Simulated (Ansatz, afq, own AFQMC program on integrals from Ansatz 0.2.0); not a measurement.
## AlH, singlet: AFQMC among the cluster methods

```xyz
2

Al    0.0000    0.0000    0.0000
H     0.0000    0.0000    1.8210
```

Basis cc-pVTZ. Noble-gas cores (and the filled d shells of Ga–Kr and In–Xe) are frozen. AFQMC by an in-house program on the Cholesky factors that Ansatz 0.2.0 writes for its CCSD(T) run. ph-AFQMC/CISD is guided by a CISD state made of CCSD amplitudes; releasing the constraint for a short imaginary time cuts its bias at the price of noise, slowly where states lie close. Free AFQMC starts from the CCSD state and is never constrained. Its projection time is finite, and what remains of the start isn't in its error. Error bars are statistical, one sigma.

Determinant: RHF, the one that the program's search chose, which needn't be the lowest solution. The geometry is a point of a scan.

Full CI on the same integrals is exact in this basis and with this determinant's frozen core.

Cautions: restricted determinant unstable towards unrestricted (UHF 4 meV lower, ⟨S²⟩ 0.10); the ph-AFQMC/HF walk drifts between its halves (2.3 errors).

```
T1 diagnostic                               : 0.0140
weight of the determinant in the CISD state : 0.912
size of the correlated space                : 4 electrons in 43 orbitals
```

Question: Estimate: order these by the size of their error in total energy against full CI, smallest first.
A. CCSDT(Q)
B. phaseless AFQMC with a CISD trial
C. MP2
D. CCSD(T)

Answer: A (0.0 kJ/mol), B (0.6 ± 0.1 kJ/mol), D (1.3 kJ/mol), C (59.8 kJ/mol).

Reference: full CI, correlation energy -2.307 eV.

A walk keeps the symmetry of its determinant, which the program's search chose and which needn't be the lowest solution, so a lower state of the same spin and another symmetry isn't excluded.
